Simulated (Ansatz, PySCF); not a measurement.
fluorine cation (F₂), SMILES FF (connectivity only; charge and spin as stated), charge +1, multiplicity 2. Atoms are numbered in the order given.

```xyz
2

F      0.0000     0.0000    -0.6365
F      0.0000     0.0000     0.6365
```
Charge +1, spin multiplicity 2.

Geometry: PBE0-D3(BJ)/def2-TZVPD. The multiplicity is an assumed one; other spin states were not compared.

Two levels are set side by side: PBE-D3(BJ)/def2-TZVPD (Ansatz, a program for electronic structure) and PBE0-D3(BJ)/def2-TZVPD (Ansatz). Each level has its own optimised geometry; the coordinates shown are those of the second. Frequencies come from the Hessian of PySCF at each geometry. Differences are taken from unrounded values.

```csv
quantity,PBE0-D3(BJ),PBE-D3(BJ),PBE-D3(BJ) minus PBE0-D3(BJ)
bond F1–F2 (Å),1.273,1.316,0.043
highest harmonic wavenumber (cm⁻¹),1302,1151,-151
mean harmonic wavenumber (cm⁻¹),1302,1151,-151
zero-point energy (kcal/mol),1.86,1.65,-0.22
```
